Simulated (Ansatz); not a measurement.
The input, for Ansatz 0.2.0:

```yaml
crystal:
  periodic: [false, false, false]
  atoms:
    - {symbol: Si, position_ang: [0.000000, 0.000000, -2.599099]}
    - {symbol: B, position_ang: [0.000000, 0.000000, -0.703951]}
    - {symbol: H, position_ang: [0.000000, 0.000000, 3.303049]}
basis:
  gaussian: {orbitals: 6-31G}
magnetization: {spin_polarized: true, initial_magnetization: 0}
correlation: {method: ccsdtq, electrons: outside_noble_gas}
```

```sh
$ ansatz run in.yaml --threads 1 --pin off --events-out ev --progress --plain --max-ram 2393MiB
```

Log:

```
489 factors; integrals over basis functions are off by at most 1.6e-7 eV
mean field evaluation 1: about -8531.6631 eV, gradient 1.1e1 eV
mean field evaluation 2: about -8531.6640 eV, gradient 1.1e1 eV
mean field evaluation 4: about -8532.4222 eV, gradient 8.2e0 eV
mean field evaluation 8: about -8534.0122 eV, gradient 6.2e0 eV
mean field evaluation 16: about -8535.9914 eV, gradient 2.6e-6 eV
mean field evaluation 32: about -8541.4178 eV, gradient 5.8e-2 eV
mean field evaluation 64: about -8535.9904 eV, gradient 1.7e0 eV
mean field evaluation 96: about -8539.7052 eV, gradient 3.9e0 eV
mean field evaluation 128: about -8540.9560 eV, gradient 1.2e-2 eV
mean field evaluation 160: about -8541.4160 eV, gradient 4.9e-6 eV
...
mean field -8541.41595543 eV, -313.8912467824 hartree, gradient 2.5e-6 eV, S^2 2.003633; 27 other end points of the search recorded, 0 dependent functions left out
determinant -8541.41595543 eV, -313.8912467824 hartree, with singles and doubles -8543.85104247 eV, -313.9807345804 hartree
determinant -8541.41045246 eV, -313.8910445518 hartree, with singles and doubles -8543.85542710 eV, -313.9808957127 hartree
determinant -8540.95482073 eV, -313.8743003947 hartree, with singles and doubles -8543.40302799 eV, -313.9642703521 hartree
determinant -8540.88384957 eV, -313.8716922527 hartree, with singles and doubles -8543.35635717 eV, -313.9625552312 hartree
determinant -8540.65521590 eV, -313.8632901201 hartree, with singles and doubles -8543.43150611 eV, -313.9653169036 hartree
determinant -8539.79756781 eV, -313.8317721342 hartree, with singles and doubles -8543.58000529 eV, -313.9707741477 hartree
determinant -8539.75526890 eV, -313.8302176779 hartree, with singles and doubles -8542.27676765 eV, -313.9228810480 hartree
determinant -8539.05697669 eV, -313.8045559127 hartree, with singles and doubles -8541.68029130 eV, -313.9009609465 hartree
determinant -8538.49035803 eV, -313.7837330611 hartree, with singles and doubles -8540.75008672 eV, -313.8667765585 hartree
determinant -8538.30260281 eV, -313.7768331839 hartree, with singles and doubles -8540.26126213 eV, -313.8488125864 hartree
determinant -8535.99141591 eV, -313.6918986318 hartree, with singles and doubles -8542.14702025 eV, -313.9181129192 hartree
determinant -8541.41595543 eV, -313.8912467824 hartree, with singles and doubles -8543.92986758 eV, -313.9836313498 hartree
determinant -8541.41045246 eV, -313.8910445518 hartree, with singles and doubles -8543.93669215 eV, -313.9838821483 hartree
determinant -8540.95482073 eV, -313.8743003947 hartree, with singles and doubles -8543.51411015 eV, -313.9683525460 hartree
determinant -8540.88384957 eV, -313.8716922527 hartree, with singles and doubles -8543.36835507 eV, -313.9629961456 hartree
determinant -8540.65521590 eV, -313.8632901201 hartree, with singles and doubles -8543.50807521 eV, -313.9681307660 hartree
determinant -8539.79756781 eV, -313.8317721342 hartree, with singles and doubles -8543.58064271 eV, -313.9707975725 hartree
6 core orbitals not correlated: weight in the atoms' cores, before any rotation towards them, 1.000 or more for the frozen orbitals, at most 0.000 for the correlated occupied ones
reference -8541.41595543 eV, -313.8912467824 hartree; 4, 4 occupied and 14, 14 virtual orbitals, 489 factors
second order -1.57302498 eV of doubles, -0.00000000 eV of singles
...
the amplitudes didn't converge, or were refused; trying again from the screening CCSD amplitudes
...
cycle  64  -3.15680446 eV  change   -3.5e-7 eV  update   1.7e-6
cycle  65  -3.15680567 eV  change   -1.2e-6 eV  update   1.4e-6
cycle  66  -3.15680740 eV  change   -1.7e-6 eV  update   1.1e-6
cycle  67  -3.15680810 eV  change   -7.0e-7 eV  update   9.5e-7
cycle  68  -3.15680844 eV  change   -3.4e-7 eV  update   7.6e-7
cycle  69  -3.15680811 eV  change    3.4e-7 eV  update   6.3e-7
cycle  70  -3.15680794 eV  change    1.6e-7 eV  update   4.7e-7
cycle  71  -3.15680808 eV  change   -1.3e-7 eV  update   3.6e-7
cycle  72  -3.15680801 eV  change    7.2e-8 eV  update   3.0e-7
cycle  73  -3.15680800 eV  change    1.1e-8 eV  update   2.7e-7
WARN: in the space of 8 natural orbitals, full CI finds another state of this spin 0.390 eV below this run's state, or below the method's energy where it doesn't find this run's state
WARN: the results are in doubt because among natural orbitals full CI differs from the method by +0.955 eV
WARN: the results are in doubt because a second pair is broken (1.08)
Total energy: -8544.57276342 eV, -314.0072573364 hartree
In doubt: a second pair is broken (1.08)
In doubt: among natural orbitals full CI differs from the method by +0.955 eV
```

The determinant's ⟨S²⟩ is 2.00 against 0.00 for a pure state. The T1 diagnostic is 0.089. The program found a lower state of this spin, so this energy isn't the lowest state's.

Ran on 1 thread of Arm Neoverse V2, shared host: 3.9 min wall, 0.24 GiB peak host memory.
